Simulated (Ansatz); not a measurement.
C$_{3}$H$_{6}$FN (`CC(=N)CF`), relaxed with RKS PBE-D4/def2-SVP in the Gaussian-basis code of Ansatz from a rough embedded geometry. The force threshold is 0.03 eV/Å; the program also tests the step.

Total charge 0; spin multiplicity 1.

Start:

```xyz
11

C    -1.088   -0.487   -0.803
C     0.009   -0.341    0.202
N     0.318   -1.309    1.007
C     0.819    0.961    0.210
F     1.759    0.991    1.142
H    -1.570   -1.519   -0.653
H    -0.744   -0.379   -1.786
H    -1.856    0.226   -0.534
H     1.142   -1.058    1.546
H     0.046    1.763    0.453
H     1.164    1.152   -0.784
```

How much energy does the relaxation release, and in how many steps? (Estimate.)

Computed: 32.44 kJ/mol, in 6 steps.

Which bonds change most? (An estimate is asked.)

Computed: C1–H7 from 1.047 to 1.111 Å; C4–F5 from 1.324 to 1.383 Å; C4–H11 from 1.069 to 1.115 Å; C1–H6 from 1.149 to 1.105 Å.

Give the relaxed structure. (An estimate is asked.)

The calculation gave: 
```xyz
11

C    -1.103   -0.505   -0.759
C     0.033   -0.378    0.221
N     0.346   -1.344    1.000
C     0.759    0.958    0.211
F     1.782    0.975    1.141
H    -1.549   -1.512   -0.672
H    -0.753   -0.349   -1.801
H    -1.887    0.258   -0.564
H     1.149   -1.042    1.587
H     0.043    1.782    0.439
H     1.181    1.156   -0.802
```
